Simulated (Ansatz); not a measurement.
# Si₂N (quartet): from Hartree-Fock to the top rungs, def2-QZVPP

An exercise on one series of results from a longer session: the logs are not shown, and one member is left open.

Computed with Ansatz 0.2.0, Gaussian basis. Level: def2-QZVPP, core rule «outside noble gas», up to 11 orbitals frozen.

Plan: UHF; ROHF; CCSD(T) on UHF.

5 further runs of the same task are left out: 1 that didn't finish, 4 set aside as unsound or not needed.

### What is computed

The geometry is a PBE0/def2-TZVP stationary point (not a proven minimum).

3 atoms, charge 0, spin multiplicity 4.

Atoms are counted from 1 here; the program's logs count them from 0.

Bond lengths: N1–Si2 1.661 Å, Si2–Si3 2.244 Å. Angles: N1–Si2–Si3 180.0°.

Geometry (Å):

```xyz
3
NSi2
N     0.0000    0.0000   -1.8549
Si    0.0000    0.0000   -0.1944
Si    0.0000    0.0000    2.0493
```

Set-up of the first run:

The input, in.yaml:

```yaml
crystal:
  periodic: [false, false, false]
  atoms:
    - {symbol: N, position_ang: [0.000000, 0.000000, -1.854900]}
    - {symbol: Si, position_ang: [0.000000, 0.000000, -0.194400]}
    - {symbol: Si, position_ang: [0.000000, 0.000000, 2.049300]}
basis:
  gaussian: {orbitals: "def2-QZVPP.json"}
magnetization: {spin_polarized: true, initial_magnetization: 3}
hamiltonian: {xc: hf}
output: {orbitals: {seedname: orbitals}}
```

Launch:

```bash
> ansatz run in.yaml --threads 1 --pin off --events-out ev --progress --plain --max-ram 2393MiB
```

Steps of the session up to this table: UHF; ROHF; CCSD(T) on UHF.

One table of the session follows, with a row left open; its other results are not shown here.

```
  method  from UCCSD(T) (kJ/mol)
    ROHF                       ?
     UHF                 +1058.8
    UMP2                  +177.9
   UCCSD                   +63.4
UCCSD(T)                       0
```

Q: Estimate the row for ROHF from the others.

The run gave: from UCCSD(T) (kJ/mol): +1105.9. In the column «from UCCSD(T) (kJ/mol)» it is the highest.
